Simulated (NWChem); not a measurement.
System: NO cation

```xyz
2

N      0.0000     0.0000    -0.5741
O      0.0000     0.0000     0.5023
```
Atoms are numbered in this order, from 1.

Results from NWChem. All runs use the structure optimised with PBE-D3(BJ)/def2-SVP.

Question: What does the run give for PBE/cc-pVDZ? Quantities: highest occupied level (eV); orbital gap (eV).

Answer: 
```json
{
  "highest occupied level (eV)": "-23.08",
  "orbital gap (eV)": "8.37"
}
```
